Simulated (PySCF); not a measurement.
Ionisation energy of Ar by level of theory

Ar [Ar] (1S) → Ar⁺ [Ne] 3s2 3p5 (2P), as a difference of total energies. Calculation: PySCF 2.14, in dyall-av3z (19s12p3d2f, 84 functions); no relativity, point nucleus. Correlated levels: valence: [Ne] frozen; virtual orbitals above 40 to 60 times the deepest correlated orbital energy dropped. The calculations carry no spin-orbit coupling.

Q: Order these methods by the ionisation energy they give, lowest first.
A. CCSD(T) (valence)
B. CCSD (valence)
C. UHF
D. SCS-MP2 (valence)

A: C (14.557 eV), B (15.549 eV), A (15.604 eV), D (15.631 eV).

A first-order spin-orbit estimate (lowest level to lowest level, LS coupling) adds -0.055 eV.

Errors of the correlated levels include the incompleteness of this basis and the frozen core.

For comparison: 15.760 eV (measured; NIST Atomic Spectra Database, ionization energies).
